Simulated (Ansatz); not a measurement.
Start from Au in the fcc (Cu type) structure (space group Fm-3m, No. 225).

Space group Fm-3m (No. 225); a = 4.1573 Å, b = 4.1573 Å, c = 4.1573 Å, α = 90.00°, β = 90.00°, γ = 90.00°

```
atom  site  symmetry       x       y       z
----  ----  --------  ------  ------  ------
Au      4a      m-3m  0.0000  0.0000  0.0000
```
(The calculation used a cell of 1 atom; values per cell refer to that cell.)

Level of theory: Kohn–Sham DFT with the PBE functional, run in Ansatz (a first-principles code) with PAW and 420 eV plane waves, no spin-orbit coupling, earlier PAW set.

It is then changed as follows: Cu takes the place of Au on all its sites, then cell and atoms are relaxed.

Measured lattice parameter a: Au 4.062 Å (static lattice; corrected from measurement; as listed in Daniel Mejia-Rodriguez, S. B. Trickey, Phys. Rev. B (2018)); Cu 3.595 Å (static lattice; corrected from measurement; as listed in Gábor I. Csonka et al., Physical Review B (2009)).

Problem. How well does PBE reproduce the measured shift?

Solution. With PBE the lattice parameter a moves by -0.528 Å (4.157 → 3.629) against -0.467 Å measured.

Whether these cells are dynamically stable was not tested. The final runs are not spin-polarised.
